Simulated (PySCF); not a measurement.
**State search for CH**

Unrestricted PBE0; H STO-3G, C STO-3G; no relativity (PySCF 2.14). Outer shells of the fragments: H 1s1; C 2s2 2p2.

Followed along the bond (rough minima from three points):

```json
{"2Ms+1": "2", "unpaired": "π ↑", "⟨S²⟩ at the start": "0.75", "R at minimum (Å)": "1.17", "Te (eV)": "0.00"}
{"2Ms+1": "4", "unpaired": "σ ↑, π ↑↑", "⟨S²⟩ at the start": "3.75", "R at minimum (Å)": "1.10", "Te (eV)": "0.47"}
```

Solutions found at the starting distance of 1.030 Å, counted from the lowest of them; the search is not exhaustive and high or unbound solutions are not listed, so other states can lie among these:

```
2Ms+1   unpaired   term  E (eV)  ⟨S²⟩  ⟨Lz²⟩  μ (D)
    2        π ↑     ²Π    0.00  0.75   1.00  -1.21
    4  σ ↑, π ↑↑    ⁴Σ⁻    0.17  3.75   0.00  -0.16
    2  σ ↑, π ↑↓  mixed    2.01  1.75   2.00  -0.41
    2  σ ↓, π ↑↑  mixed    2.27  1.76   0.00  -0.64
    2        σ ↑  mixed    3.93  0.75   2.00  -0.40
    2        π ↑     ²Π    8.49  0.78   1.00   0.29
```

A term symbol is given only where ⟨S²⟩ and ⟨Lz²⟩ are close to those of a pure state; real π, δ and φ orbitals otherwise mix terms. A positive dipole means H(−)C(+).

Compare the gap between the two lowest followed solutions at the starting distance with the gap between their minima.

At PBE0 the second solution (quartet, unpaired electrons σ ↑, π ↑↑) lies +0.17 eV from the first (doublet, unpaired electrons π ↑) at 1.030 Å and +0.47 eV at the minima; the two curves relax by different amounts, since their minima lie near 1.10 and 1.17 Å.

Counting both spins, an empty level lies below a filled one in some of these solutions, because spin and occupation are held. STO-3G is very small, so such numbers show the basis as much as the molecule.
